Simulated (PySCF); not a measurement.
# SMILES [Si]=O, OSi

Molfile (atoms numbered from 1):
```
OSi
     RDKit          3D

  2  1  0  0  0  0  0  0  0  0999 V2000
    0.7578   -0.0241    0.0569 O   0  0  0  0  0  0  0  0  0  0  0  0
   -0.7655   -0.0159    0.0471 Si  0  0  0  0  0  2  0  0  0  0  0  0
  1  2  2  0
M  RAD  1   2   3
M  END
```

Method used: GIAO OPBE/aug-pcSseg-2 magnetisability, rotational g tensor and spin-rotation constants, non-relativistic, gas phase (PySCF 2.14.0). Geometry: PBE0-D3(BJ)/def2-SVP.

(1) Give the nuclear spin-rotation constants along the inertial axes (H = +C I·J) beside the isotropic shieldings.

Results:

(1) Rotational constants –, 21.3999, 21.3999 GHz. A star marks the isotopologue with that one atom substituted, in its own axes.
| atom | isotope | Caa (kHz) | Cbb (kHz) | Ccc (kHz) | mean (kHz) | σ (ppm) |
| --- | --- | --- | --- | --- | --- | --- |
| O1 | 17O* | – | -16.333 | -16.333 | -16.333 | -243.6 |
| Si2 | 29Si* | – | -23.997 | -23.997 | -23.997 | 248.9 |

For the geometry as given, no vibrational averaging.
